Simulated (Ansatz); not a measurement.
# SiBH₃ (SMILES B=[SiH2]): one structure at several levels

An exercise on one series of results from a longer session: the logs are not shown, and one member is left open.

The runs use Ansatz 0.2.0, Gaussian basis; single points in def2-TZVPP.

Cores are frozen in the correlated methods. B3LYP uses VWN-RPA correlation.

**The system as given**

SMILES `B=[SiH2]`, 5 atoms, charge 0, spin multiplicity 1.

Atoms are counted from 1 here; the program's logs count them from 0.

Bond lengths: B1–Si2 1.979 Å, B1–H3 1.221 Å, Si2–H4 1.480 Å, Si2–H5 1.394 Å. Angles: Si2–B1–H3 153.4°, B1–Si2–H4 122.8°, B1–Si2–H5 130.6°, H4–Si2–H5 106.5°.

As a file:

```xyz
5
BH3Si
B     0.31190   -0.95090    0.81200
Si   -0.27780    0.57000   -0.30780
H     0.94680   -1.97310    1.01700
H    -1.46670    0.50480   -1.18710
H     0.30230    1.82050   -0.51800
```

The first run:

File run/in.yaml:

```yaml
crystal:
  periodic: [false, false, false]
  atoms:
    - {symbol: B, position_ang: [0.311900, -0.950900, 0.812000]}
    - {symbol: Si, position_ang: [-0.277800, 0.570000, -0.307800]}
    - {symbol: H, position_ang: [0.946800, -1.973100, 1.017000]}
    - {symbol: H, position_ang: [-1.466700, 0.504800, -1.187100]}
    - {symbol: H, position_ang: [0.302300, 1.820500, -0.518000]}
basis:
  gaussian: {orbitals: def2-TZVPP}
correlation: {method: ccsd_t}
output: {forces: true}
```

The command line of these runs was not kept.

Steps of the session up to this table: CCSD(T)/def2-TZVPP; PBE0-D4/def2-TZVPP; wB97M-V/def2-TZVPP; r2SCAN-D4/def2-TZVPP; PBE-D4/def2-TZVPP; CAM-B3LYP-D4/def2-TZVPP; B3LYP-D4/def2-TZVPP.

One table of the session follows, with a row left open; its other results are not shown here.

| method | RMS force component (eV/Å) | angle to CCSD(T) forces (°) | dipole (D) |
| --- | --- | --- | --- |
| CCSD(T) | 1.106 | reference | 0.31 |
| PBE0-D4 | 1.258 | 5.6 | 0.31 |
| wB97M-V | 1.280 | 7.4 | 0.32 |
| r2SCAN-D4 | 1.218 | 4.5 | 0.31 |
| PBE-D4 | ? | ? | ? |
| CAM-B3LYP-D4 | 1.292 | 7.5 | 0.33 |
| B3LYP-D4 | 1.205 | 4.3 | 0.31 |

**Question.** Estimate the row for PBE-D4.

As computed: RMS force component (eV/Å): 1.217; angle to CCSD(T) forces (°): 6.5; dipole (D): 0.30. In the column «RMS force component (eV/Å)» it lies between B3LYP-D4 (1.205) and r2SCAN-D4 (1.218).
